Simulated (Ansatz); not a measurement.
Total energies of C$_{3}$H$_{7}$FO (`COC(C)F`).

```xyz
12

C     0.180    0.744    1.710
O     0.037    0.779    0.305
C     0.014   -0.457   -0.285
C    -0.303   -0.310   -1.743
F     1.261   -1.065   -0.152
H     0.092    1.770    2.063
H    -0.611    0.137    2.168
H     1.153    0.341    2.001
H    -0.686   -1.127    0.238
H     0.432    0.350   -2.208
H    -1.296    0.122   -1.866
H    -0.272   -1.284   -2.231
```

Charge 0, multiplicity 1. All single points use the PBE0-D4/def2-TZVP geometry. It is one conformer, not always the lowest. Basis def2-TZVPP, the Gaussian-basis code of Ansatz.

RPA on PBE orbitals: Hartree–Fock energy of these orbitals -292.04227 Eh, correlation -1.61129 Eh (frozen core).

```csv
functional,energy without D4 (Eh),D4 term (kJ/mol)
LDA (SPW92),-291.42582,–
PBE,-293.37639,-17.3
revPBE,-293.61861,-63.9
BLYP,-293.62915,-39.2
r2SCAN,-293.56446,-4.5
B97M-V,-293.65907,–
PBE0,-293.39556,-14.3
B3LYP,-293.72535,-27.3
r2SCANh,-293.55002,-4.6
r2SCAN0,-293.52957,-5.0
HSE06 (plane-wave form),-293.38086,-13.1
BHLYP,-293.56757,-18.1
CAM-B3LYP,-293.60597,-14.1
LC-ωPBE,-293.55079,–
ωB97X-V,-293.62606,–
ωB97M-V,-293.60236,–
B2PLYP,-293.50194,–
PBE-QIDH,-293.35774,–
```

B3LYP takes the VWN-RPA correlation (the form of Gaussian; ORCA's B3LYP/G). HSE06 is the plane-wave form, built on full-range PBE exchange. The double hybrids freeze the cores in their second-order part.

LC-ωPBE has ω = 0.4 bohr⁻¹.
